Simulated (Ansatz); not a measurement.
# [Cl···H···SiH], doublet: reading a ladder of total energies

Geometry: a point of a hydrogen-transfer path between rigid fragments, not a stationary point.

```yaml
atoms:
  - { symbol: Cl, position_ang: [-1.4184, 0.0227, 0.0000] }
  - { symbol: H, position_ang: [-0.1396, 0.0227, 0.0000] }
  - { symbol: Si, position_ang: [1.7196, 0.0227, 0.0000] }
  - { symbol: H, position_ang: [2.1160, -1.4568, 0.0000] }
```

Basis cc-pVTZ; Ansatz 0.2.0. Correlated methods freeze the noble-gas cores, which leaves 13 electrons in 86 orbitals. R marks a restricted (for open shells ROHF) determinant, U an unrestricted one.

Full CI isn't at hand for all of this; UCCSDT(Q) serves as the reference, and is uncertain by about the last step of the cluster series.

Runs differ by some tens of microhartree through their thresholds and, for an open shell, their frozen cores, so steps under 0.03 kcal/mol mean nothing.

```json
{"level": "UHF", "total energy (hartree)": "-749.520552"}
{"level": "UMP2", "total energy (hartree)": "-749.816959"}
{"level": "UCCSD", "total energy (hartree)": "-749.857826"}
{"level": "UCCSD(T)", "total energy (hartree)": "-749.870444"}
{"level": "UCCSDT", "total energy (hartree)": "-749.871745"}
{"level": "UCCSDT(Q)", "total energy (hartree)": "-749.872320"}
```

**Question.** What is the correlation energy at UCCSDT(Q), and what share of it do UMP2 and UCCSD recover?

**Answer.** E(corr) = -749.872320 − (-749.520552) = -0.351768 hartree = -9.572 eV. UMP2: -0.296407 / -0.351768 = 84.26 %. UCCSD: -0.337274 / -0.351768 = 95.88 %.

**Question.** By how many kcal/mol does UCCSD(T) miss UCCSDT(Q) (1 hartree = 627.509 kcal/mol), and which steps make up the rest?

**Answer.** -749.870444 − (-749.872320) = 0.001876 hartree = 1.18 kcal/mol. Steps: UCCSDT − UCCSD(T) = -0.82, UCCSDT(Q) − UCCSDT = -0.36 kcal/mol. Differences between like states or geometries often cancel part of this.
